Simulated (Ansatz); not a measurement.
# SiHF (quintet): wave-function methods side by side, def2-TZVPP

The task here is to estimate one member of a computed series from the others.

Computed with Ansatz 0.2.0, Gaussian basis. Level: def2-TZVPP, core rule «outside noble gas», up to 6 orbitals frozen.

Plan: UHF; ROHF; CCSD(T) on UHF.

2 further runs of the same task are left out: 2 set aside as unsound or not needed.

## What is computed

The geometry is a PBE0/def2-TZVP stationary point (not a proven minimum) of the parent state, kept for this charge and spin.

3 atoms, charge 0, spin multiplicity 5.

Atoms are counted from 1 here; the program's logs count them from 0.

Bond lengths: Si1–F2 1.606 Å, Si1–H3 1.493 Å. Angles: F2–Si1–H3 114.0°.

Geometry (Å):

```xyz
3
FHSi
Si    0.00000   -0.09970    0.61435
F     0.00000    0.08448   -0.98113
H     0.00000    1.18568    1.37449
```

Set-up of the first run:

The input, in.yaml:

```yaml
crystal:
  periodic: [false, false, false]
  atoms:
    - {symbol: Si, position_ang: [0.000000, -0.099697, 0.614355]}
    - {symbol: F, position_ang: [0.000000, 0.084478, -0.981128]}
    - {symbol: H, position_ang: [0.000000, 1.185681, 1.374490]}
basis:
  gaussian: {orbitals: def2-TZVPP}
magnetization: {spin_polarized: true, initial_magnetization: 4}
hamiltonian: {xc: hf}
output: {orbitals: {seedname: orbitals}}
```

Run with:

```sh
$ ansatz run in.yaml --threads 1 --pin off --events-out ev --progress --plain --max-ram 4096MiB --backend cpu
```

Among the steps run: UHF; ROHF; CCSD(T) on UHF.

One of the session's tables, all rows but one given; the rest of the session is left out.

| method | from UCCSD(T) (kJ/mol) |
| --- | --- |
| ROHF | +876.3 |
| UHF | ? |
| UMP2 | +55.5 |
| UCCSD | +30.5 |
| UCCSD(T) | 0 |

**Question.** Estimate the row for UHF.

As computed: from UCCSD(T) (kJ/mol): +870.7. In the column «from UCCSD(T) (kJ/mol)» it lies between UMP2 (+55.5) and ROHF (+876.3).
